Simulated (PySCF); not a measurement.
# C2H3NO− (doublet): open-shell or spin-flip excitations

Wanted: open-shell or spin-flip excitations for C2H3NO− (doublet) (`[H]/N=C/[CH][O-]`).

Computed with PySCF 2.14.0 and routines of our own; the level stands in each step. Atoms count from 0.

### 1 The starting structure

7 atoms, charge -1, multiplicity 2; geometry from: GFN2-xTB.

### 2 Open-shell or spin-flip excitations: unrestricted TDDFT wB97X-D/def2-SVPD in water

The job: settings as JSON, then the geometry in Å.

```
{"job": {"kind": "uabs", "xc": "wB97X-D", "basis": "def2-SVPD", "nstates": 10, "tda": false, "solvent": "water", "pol": false}, "charge": -1, "multiplicity": 2}
N      1.263662    -0.650809    -0.265495
C      0.313281     0.225386     0.031667
C     -1.041877    -0.114499     0.042964
O     -2.006402     0.659209     0.314773
H      2.190124    -0.214411    -0.221073
H      0.543596     1.274549     0.286389
H     -1.259050    -1.174520    -0.216302
```

With the program's defaults for keys left out, this is: unrestricted TDDFT wB97X-D/def2-SVPD, vertical, IEF-PCM water (non-equilibrium linear response), core orbitals frozen in the response.

Command:

```
$ OMP_NUM_THREADS=1 python excited_run.py task.json out
```

The driver reads the jobs from task.json and runs them one after another.

The program printed:

```text
coarse grid: 6184 points
cycle   1  E = -207.6821350982  dE =  3.495e-01  |g| = 5.862e-01  |ddm| = 2.494e+00
cycle   2  E = -207.5806988060  dE =  1.014e-01  |g| = 8.221e-01  |ddm| = 1.882e+00
cycle   3  E = -207.8307643433  dE = -2.501e-01  |g| = 6.155e-02  |ddm| = 9.699e-01
cycle   4  E = -207.8323309543  dE = -1.567e-03  |g| = 3.441e-02  |ddm| = 1.469e-01
cycle   5  E = -207.8329721673  dE = -6.412e-04  |g| = 1.153e-02  |ddm| = 1.402e-01
cycle   6  E = -207.8330916147  dE = -1.194e-04  |g| = 4.523e-03  |ddm| = 4.415e-02
cycle   7  E = -207.8331339937  dE = -4.238e-05  |g| = 2.081e-03  |ddm| = 3.680e-02
cycle   8  E = -207.8331455606  dE = -1.157e-05  |g| = 7.022e-04  |ddm| = 1.552e-02
cycle   9  E = -207.8331468064  dE = -1.246e-06  |g| = 3.592e-04  |ddm| = 4.631e-03
final grid: 60736 points
cycle  10  E = -207.8644823331  dE = -4.434e-05  |g| = 2.652e-03  |ddm| = 6.142e-02
cycle  11  E = -207.8644859728  dE = -3.640e-06  |g| = 2.643e-03  |ddm| = 1.205e-02
cycle  12  E = -207.8644893333  dE = -3.360e-06  |g| = 6.839e-04  |ddm| = 6.570e-03
cycle  13  E = -207.8644906076  dE = -1.274e-06  |g| = 3.945e-04  |ddm| = 4.430e-03
cycle  14  E = -207.8644909377  dE = -3.301e-07  |g| = 2.151e-04  |ddm| = 2.061e-03
cycle  15  E = -207.8644910582  dE = -1.205e-07  |g| = 1.004e-04  |ddm| = 1.684e-03
cycle  16  E = -207.8644910682  dE = -9.944e-09  |g| = 4.137e-05  |ddm| = 1.800e-04
cycle  17  E = -207.8644910714  dE = -3.213e-09  |g| = 1.113e-05  |ddm| = 1.529e-04
cycle  18  E = -207.8644910718  dE = -4.330e-10  |g| = 4.869e-06  |ddm| = 5.210e-05
converged SCF energy = -207.8644910718

<S^2> of the reference = 0.7632 (exact 0.7500)

Excitations
state   eV       nm        f      <S^2>   main configurations
  1   3.4718    357.1   0.00009   0.820   Hb->Lb 0.95
  2   3.9151    316.7   0.03366   0.760   Ha->L+2a 0.79, H-2b->Lb 0.19
  3   4.0700    304.6   0.00094   0.840   H-1b->Lb 0.92
  4   4.3539    284.8   0.00106   0.775   Ha->La 0.91
  5   4.6630    265.9   0.00075   0.775   Ha->L+1a 0.94
  6   4.9166    252.2   0.39916   0.861   H-2b->Lb 0.74, Ha->L+2a 0.17
  7   5.2329    236.9   0.00077   0.786   Ha->L+3a 0.93
  8   5.9214    209.4   0.00041   0.852   Ha->L+4a 0.83, H-3b->Lb 0.10
  9   6.4866    191.1   0.02399   0.804   Ha->L+5a 0.80
 10   6.5472    189.4   0.00010   1.936   H-1a->L+2a 0.96
```

Run time: 12 s. Hardware: 1 thread of Arm Neoverse V1, shared host; peak memory 0.46 GiB.

Key values:

```tsv
quantity	value
⟨S²⟩	0.763
```

Löwdin spin populations:

```tsv
atom	value (e)
N0	0.38
C1	0.12
C2	0.21
O3	0.27
H4	0.01
H5	0.00
H6	0.01
```

With diffuse functions Löwdin's scheme smears the spin, so small populations can have the wrong sign.

### 3 Open-shell or spin-flip excitations: unrestricted TDDFT wB97X-D/def2-SVPD

The job: settings as JSON, then the geometry in Å.

```
{"job": {"kind": "uabs", "xc": "wB97X-D", "basis": "def2-SVPD", "nstates": 10, "tda": false}, "charge": -1, "multiplicity": 2}
N      1.263662    -0.650809    -0.265495
C      0.313281     0.225386     0.031667
C     -1.041877    -0.114499     0.042964
O     -2.006402     0.659209     0.314773
H      2.190124    -0.214411    -0.221073
H      0.543596     1.274549     0.286389
H     -1.259050    -1.174520    -0.216302
```

Method: unrestricted TDDFT wB97X-D/def2-SVPD, vertical, gas phase, core orbitals frozen in the response.

The program printed:

```text
coarse grid: 6184 points
cycle   1  E = -207.5662763299  dE =  4.651e-01  |g| = 6.014e-01  |ddm| = 2.497e+00
cycle   2  E = -207.4178780911  dE =  1.484e-01  |g| = 9.047e-01  |ddm| = 2.419e+00
cycle   3  E = -207.7268484418  dE = -3.090e-01  |g| = 8.496e-02  |ddm| = 1.342e+00
cycle   4  E = -207.7296754716  dE = -2.827e-03  |g| = 4.272e-02  |ddm| = 2.109e-01
cycle   5  E = -207.7306165610  dE = -9.411e-04  |g| = 1.404e-02  |ddm| = 1.808e-01
cycle   6  E = -207.7307721122  dE = -1.556e-04  |g| = 5.549e-03  |ddm| = 4.106e-02
cycle   7  E = -207.7308345416  dE = -6.243e-05  |g| = 2.421e-03  |ddm| = 4.187e-02
cycle   8  E = -207.7308505000  dE = -1.596e-05  |g| = 7.522e-04  |ddm| = 1.754e-02
cycle   9  E = -207.7308517860  dE = -1.286e-06  |g| = 3.509e-04  |ddm| = 5.196e-03
final grid: 60736 points
cycle  10  E = -207.7622989257  dE = -4.273e-05  |g| = 2.651e-03  |ddm| = 6.881e-02
cycle  11  E = -207.7623017180  dE = -2.792e-06  |g| = 2.730e-03  |ddm| = 1.384e-02
cycle  12  E = -207.7623051769  dE = -3.459e-06  |g| = 6.362e-04  |ddm| = 7.426e-03
cycle  13  E = -207.7623061125  dE = -9.357e-07  |g| = 3.900e-04  |ddm| = 3.966e-03
cycle  14  E = -207.7623063661  dE = -2.535e-07  |g| = 1.858e-04  |ddm| = 1.780e-03
cycle  15  E = -207.7623064586  dE = -9.258e-08  |g| = 1.096e-04  |ddm| = 1.457e-03
cycle  16  E = -207.7623064692  dE = -1.051e-08  |g| = 3.787e-05  |ddm| = 2.670e-04
cycle  17  E = -207.7623064722  dE = -3.031e-09  |g| = 1.145e-05  |ddm| = 2.287e-04
cycle  18  E = -207.7623064727  dE = -5.244e-10  |g| = 4.614e-06  |ddm| = 1.098e-04
converged SCF energy = -207.7623064727

Static polarisability (au): isotropic 52.544, principal 32.739 46.929 77.964

<S^2> of the reference = 0.7634 (exact 0.7500)

Excitations
state   eV       nm        f      <S^2>   main configurations
  1   3.2881    377.1   0.00001   0.784   Ha->La 0.78, Hb->Lb 0.18
  2   3.3206    373.4   0.00024   0.822   Hb->Lb 0.76, Ha->La 0.19
  3   3.8359    323.2   0.02601   0.761   Ha->L+3a 0.77, H-2b->Lb 0.19
  4   3.8639    320.9   0.00066   0.774   Ha->L+1a 0.94
  5   4.1040    302.1   0.00107   0.838   H-1b->Lb 0.93
  6   4.5504    272.5   0.00235   0.787   Ha->L+2a 0.94
  7   4.9857    248.7   0.32648   0.849   H-2b->Lb 0.69, Ha->L+3a 0.19
  8   5.4391    227.9   0.01268   0.823   Ha->L+5a 0.86
  9   5.6988    217.6   0.00952   0.802   Ha->L+4a 0.92
 10   5.9855    207.1   0.01194   1.968   Hb->L+2b 0.89
```

Run time: 14 s. Hardware: 1 thread of Arm Neoverse V1, shared host; peak memory 0.46 GiB.

In short:

```tsv
quantity	value
⟨S²⟩	0.763
```

### 4 Open-shell or spin-flip excitations: unrestricted TDA LDA/pcseg-1

Settings changed since step 3:

```diff
@@ -1,2 +1,2 @@
-{"job": {"kind": "uabs", "xc": "wB97X-D", "basis": "def2-SVPD", "nstates": 10, "tda": false}, "charge": -1, "multiplicity": 2}
+{"job": {"kind": "uabs", "xc": "LDA", "basis": "pcseg-1", "nstates": 2, "tda": true, "scf": {"conv": 1e-06, "fallback": true}}, "charge": -1, "multiplicity": 2}
 N      1.263662    -0.650809    -0.265495
```

Level: unrestricted TDA LDA/pcseg-1, vertical, gas phase, core orbitals frozen in the response.

The program printed:

```text
final grid: 60736 points
cycle   1  E = -206.0761575864  dE =  4.604e-01  |g| = 5.993e-01  |ddm| = 2.022e+00
cycle   2  E = -202.9974325465  dE =  3.079e+00  |g| = 1.957e+00  |ddm| = 6.839e+00
cycle   3  E = -205.9372622398  dE = -2.940e+00  |g| = 7.082e-01  |ddm| = 6.831e+00
cycle   4  E = -206.2233291069  dE = -2.861e-01  |g| = 1.757e-01  |ddm| = 1.099e+00
cycle   5  E = -206.2234208488  dE = -9.174e-05  |g| = 1.800e-01  |ddm| = 3.660e-01
cycle   6  E = -206.2393596950  dE = -1.594e-02  |g| = 2.893e-02  |ddm| = 2.101e-01
cycle   7  E = -206.2398268648  dE = -4.672e-04  |g| = 1.161e-02  |ddm| = 4.467e-02
cycle   8  E = -206.2398935046  dE = -6.664e-05  |g| = 3.694e-03  |ddm| = 1.770e-02
cycle   9  E = -206.2398993788  dE = -5.874e-06  |g| = 8.624e-04  |ddm| = 5.179e-03
cycle  10  E = -206.2398997328  dE = -3.541e-07  |g| = 5.135e-04  |ddm| = 1.583e-03
converged SCF energy = -206.2398997328

Static polarisability (au): isotropic 40.055, principal 17.529 42.100 60.537

<S^2> of the reference = 0.7516 (exact 0.7500)

Excitations
state   eV       nm        f      <S^2>   main configurations
  1   2.6383    469.9   0.00002   0.753   Hb->Lb 1.00
  2   2.8170    440.1   0.00005   0.752   Ha->La 1.00
```

It took 2.8 s on 1 thread of Arm Neoverse V1, shared host; peak memory 0.46 GiB.

Warnings kept with the result: the highest occupied orbital has positive energy: the anion is not bound at this level.

In short:

```tsv
quantity	value
⟨S²⟩	0.752
```

### 5 What came out

| quantity | value |
| --- | --- |
| lowest and brightest state of nearly pure spin, of 10 (step 2, unrestricted TDDFT wB97X-D/def2-SVPD in water) | 3.47 eV; 4.92 eV, f = 0.399 |
| lowest and brightest state of nearly pure spin, of 10 (step 3, unrestricted TDDFT wB97X-D/def2-SVPD) | 3.29 eV; 4.99 eV, f = 0.326 |
| lowest and brightest state of nearly pure spin, of 2 (step 4, unrestricted TDA LDA/pcseg-1) | 2.64 eV; 2.82 eV, f = 0.000 |

**Reading.** States whose ⟨S²⟩ lies well above the reference's are mixtures of spin states, an artefact of the unrestricted response, and are left out of the summary. For an anion in the gas phase, states above the energy of detachment are held by the basis alone, so excitations and responses hang on it. The lowest state of nearly pure spin runs from 2.64 to 3.47 eV over the runs.
